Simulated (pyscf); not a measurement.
Optimised with ωB97X-D3(BJ)/def2-SVP in PySCF.

Estimate the classical barrier height and the reaction energy of H₃Si–O–SiH₂–O–SiH₃ + hydrogen fluoride (HF) + water (H₂O) → F–SiH₂–O–SiH₃ + silanol (HO–SiH₃) + water (H₂O) at B3LYP-D3(BJ)/def2-TZVP. The step runs on the singlet surface, breaks O–Si, F–H, H–O and forms F–Si, H–O, H–O; take the separated reactants as zero.

ΔE‡ = -0.8 kJ/mol, ΔE = -24.7 kJ/mol. ωB97M-D3(BJ)/def2-TZVP gives -2.9 kJ/mol and -27.2 kJ/mol. Zero-point energy shifts the barrier by +17.0 kJ/mol. It is a multi-bond step, with an imaginary mode of 464i cm⁻¹. On the reactant side the descent ends in a bound adduct (not fully relaxed), 72.7 kJ/mol under the separated species and 71.0 kJ/mol under the saddle at ωB97X-D3(BJ)/def2-TZVP. On the product side the descent ends in an adduct with a O–Si contact, 6.5 kJ/mol under the separated species and 24.1 kJ/mol under the saddle at ωB97X-D3(BJ)/def2-TZVP. At B3LYP-D3(BJ) the saddle lies under the separated reactants, which points to a path from their complex (located at ωB97X-D3(BJ) alone). What is counted as broken (O–Si) persists as a longer contact in the product adduct; parting that adduct is a step of its own. One saddle was located; it need not be the lowest between these sides.
